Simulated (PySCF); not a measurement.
Species: C6H5 (charge +1).
SMILES: `C#CC[C+]1C=C1`

Computed with PySCF at CAM-B3LYP/def2-SVPD, non-relativistic, on one gas-phase PBE0-D3(BJ)/def2-SVP geometry that isn't relaxed in the solvent. The solvent is an IEF-PCM continuum (Bondi radii, 1.10 Å for H, scaled by 1.2), and excitations are vertical TDDFT with non-equilibrium linear response and a frozen core. Only the electrostatic response of the medium enters.

Gas-phase singlets (H = HOMO, L = LUMO):

```
state  E (eV)  λ (nm)      f  leading configurations
   S1   4.947     251  0.016      H→L+1 84%, H→L 16%
   S2   5.009     248  0.000   H-1→L+1 90%, H-1→L 9%
   S3   5.175     240  0.007      H→L 84%, H→L+1 16%
   S4   5.224     237  0.000   H-1→L 89%, H-1→L+1 9%
   S5   6.475     191  0.000    H→L+5 50%, H→L+3 21%
```

Task: Give the list for chloroform (ε = 4.711), n² = 2.09.

Result: 
```json
{"state": "S1", "E (eV)": "5.797", "λ (nm)": "214", "f": "0.029", "leading configurations": "H→L+1 80%, H→L 20%", "change by rank (eV)": "+0.850"}
{"state": "S2", "E (eV)": "5.862", "λ (nm)": "212", "f": "0.000", "leading configurations": "H-1→L+1 83%, H-1→L 16%", "change by rank (eV)": "+0.853"}
{"state": "S3", "E (eV)": "6.111", "λ (nm)": "203", "f": "0.007", "leading configurations": "H→L 78%, H→L+1 19%", "change by rank (eV)": "+0.936"}
{"state": "S4", "E (eV)": "6.132", "λ (nm)": "202", "f": "0.000", "leading configurations": "H-1→L 77%, H-1→L+1 15%", "change by rank (eV)": "+0.908"}
{"state": "S5", "E (eV)": "6.559", "λ (nm)": "189", "f": "0.000", "leading configurations": "H→L+3 57%, H→L+6 18%", "change by rank (eV)": "+0.084"}
```

Task: What are the lowest 5 singlets in tetrahydrofuran (ε = 7.426)?

Result: 
| state | E (eV) | λ (nm) | f | leading configurations | change by rank (eV) |
| --- | --- | --- | --- | --- | --- |
| S1 | 5.914 | 210 | 0.031 | H→L+1 79%, H→L 21% | +0.967 |
| S2 | 5.976 | 207 | 0.000 | H-1→L+1 81%, H-1→L 17% | +0.967 |
| S3 | 6.233 | 199 | 0.007 | H→L 77%, H→L+1 20% | +1.058 |
| S4 | 6.245 | 199 | 0.000 | H-1→L 74%, H-1→L+1 15% | +1.021 |
| S5 | 6.572 | 189 | 0.000 | H→L+3 61%, H→L+6 14% | +0.097 |

Task: How do the frontier levels move from gas to tetrahydrofuran?

Result: 
| orbital | gas (eV) | solvent (eV) | change (eV) |
| --- | --- | --- | --- |
| LUMO+2 | -3.03 | 0.71 | +3.74 |
| LUMO+1 | -5.70 | -1.44 | +4.26 |
| LUMO | -5.99 | -1.64 | +4.35 |
| HOMO | -13.49 | -10.22 | +3.27 |
| HOMO-1 | -13.65 | -10.39 | +3.26 |
| HOMO-2 | -17.79 | -13.62 | +4.17 |
| HOMO-3 | -18.12 | -13.99 | +4.13 |

The HOMO–LUMO gap goes from 7.50 to 8.58 eV. Rows go by rank; for LUMO+2 the atom shares or the degeneracy differ between the runs, so the row needn't follow one orbital.

The values belong to the conformer `[CH:1]#[C:2][CH2:3][c+:4]1[cH:5][cH:6]1`: C2–C3–C4–C5 180°.
